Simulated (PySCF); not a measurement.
SiH₃, optimised at B3LYP/6-31G*:

```xyz
4

Si    -0.0161    -0.0007    -0.0134
H     -0.0357     0.5916    -1.3795
H     -0.0537    -1.4879    -0.0801
H      1.1750     0.4655     0.7493
```

Energies from PySCF (xtb for GFN2), thermal terms from the rigid-rotor harmonic-oscillator model, ideal gas at 1 bar. 6-31G* has spherical d functions here. Open shells (unrestricted): SiH₃ (multiplicity 2). GFN2 has no spin-polarisation term. B3LYP is the form with VWN-RPA correlation.

Task: List the harmonic frequencies (cm⁻¹, unscaled) at this level and at the other levels, each on its own geometry.

Result: 
- B3LYP/6-31G*: 767, 933, 933, 2210, 2253, 2253
- GFN2-xTB: 493, 765, 765, 2358, 2388, 2388
- HF/6-31G*: 875, 1015, 1015, 2361, 2380, 2380
- PBE/def2-SVP: 708, 892, 892, 2134, 2179, 2179
- PBE0/def2-TZVP: 747, 926, 927, 2203, 2241, 2241
